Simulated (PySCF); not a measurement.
# Cost of excited-state runs on SMILES F[Si][SiH3], FH3Si2, triplet

Geometry (Å), atoms numbered from 1 in this order:
```xyz
6

F     2.584    0.225    0.228
Si    1.444   -0.763   -0.472
Si   -0.628    0.034    0.000
H    -0.939    1.378   -0.513
H    -0.995    0.080    1.423
H    -1.462   -0.952   -0.687
```

PySCF with density fitting, on 1 thread of an Arm Neoverse V1, shared host. Command: `OMP_NUM_THREADS=1 python excited_run.py task.json out`

**Question.** How long does each of these runs take, and how much memory?
- open-shell absorption, M06-2X/def2-SVPD; 8 states; spin flip
- open-shell absorption, B3LYP/def2-SVPD; 10 states; Tamm-Dancoff
- open-shell absorption, revPBE/aug-cc-pVTZ; 2 states; Tamm-Dancoff; fitting basis def2-universal-jkfit

**Answer.** 
```csv
run,level,basis functions,wall time,peak memory (GiB)
open-shell absorption,M06-2X/def2-SVPD,95,6.2 s,0.4
open-shell absorption,B3LYP/def2-SVPD,95,6.5 s,0.39
open-shell absorption,revPBE/aug-cc-pVTZ,215,21 s,0.49
```
Times from a shared host are rough.
